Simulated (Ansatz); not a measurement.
Two structures of AlNH$_{4}$, singlet, reached by relaxing down either side of one saddle point (PBE0-D4/def2-TZVP). Energies are electronic, without zero-point energy. Computed with Ansatz 0.2.0 (basis: def2-TZVPP and def2-QZVPP); correlated methods freeze the cores. Extrapolation: Hartree–Fock as exp(−7.88 √X), correlation as X^−2.97. First:

Al1  (-0.358, 0.575, -0.476)
N2  (0.405, -0.652, 0.540)
H3  (-0.061, 0.537, -2.031)
H4  (-1.293, 1.643, 0.226)
H5  (0.290, -0.726, 1.537)
H6  (1.017, -1.378, 0.204)
(Å)

Second:

```xyz
6
angstrom
Al -1.5864 0.4089 -0.5432
N 0.3882 -0.4567 -0.0007
H 1.1213 0.1186 -0.4049
H -0.9581 1.7539 0.2371
H 0.5028 -0.4095 1.0075
H 0.5323 -1.4152 -0.2959
```

Task: Which bonds change from the first to the second?

Result: AlNH₄ ([NH2][AlH2]) → AlH + NH₃ (still joined by a long Al–N bond); bonds formed: N2–H3; bonds broken: Al1–H3; bonds weakened to dative contacts: Al1–N2.

Task: Give the saddle point's structure and its height above each. (Judge from chemistry; the value comes from the calculation.)

Result: The calculation gives: 72.69 kcal/mol above the first and 36.49 kcal/mol above the second (CCSD(T) at an estimated basis limit (MP2 extrapolated from triple and quadruple zeta, plus CCSD(T) − MP2 in triple zeta)).
Al1  (-0.918, 0.577, -0.665)
N2  (0.354, -0.502, 0.254)
H3  (0.673, 0.078, -1.031)
H4  (-1.460, 1.674, 0.385)
H5  (0.823, -0.392, 1.156)
H6  (0.526, -1.436, -0.099)
(Å)

The T1 diagnostic stays at or below 0.020. The restricted Hartree–Fock reference is unstable towards an unrestricted one at one or more of these structures. A large double-excitation amplitude points to some diradical character; no triplet was computed.

Labels in which every atom is bracketed show which atoms are joined, not bond orders.

For scale, one of the runs: CCSD(T)/def2-TZVPP, 129 basis functions, launched by `ansatz run in.yaml --threads 2 --pin off --events-out ev --progress --plain --max-ram 4352MiB`. The run took about 3.6 s on 2 CPU threads of an Arm Neoverse V2 (shared host).
